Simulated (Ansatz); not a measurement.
Consider the isomerisation: `OC1=CNC1` → `COC=C=N`.

Computed with Ansatz on PBE0-D4/def2-TZVP structures; ΔE is electronic, products minus reactants. CCSD(T)/CBS is the MP2 limit (def2-TZVPP, def2-QZVPP) plus CCSD(T) − MP2 in def2-TZVPP, frozen cores. Functionals use def2-TZVPP. Each species was taken in one conformer, which may not be the lowest.

```
             level  ΔE (eV)
         r2SCAN-D4     0.13
           PBE0-D4     0.31
           r2SCANh     0.17
CCSD(T)/def2-TZVPP     0.20
```

What does CCSD(T)/CBS give? (Estimate.)

Computed: +0.27 eV. The listed levels differ from it by -0.14, 0.04, -0.10, -0.07 eV.

Largest T1 diagnostic among the species: 0.014.

Leaving LDA and LC-ωPBE aside and taking each functional with its dispersion term where it has one, the values, not all of them listed here, spread over 0.51 eV, from BLYP-D4 to PBE-QIDH. LDA lies +0.27 eV from PBE without D4. From BLYP to BHLYP (50 % exact exchange), in def2-TZVPP and without D4, ΔE moves by +0.23 eV.
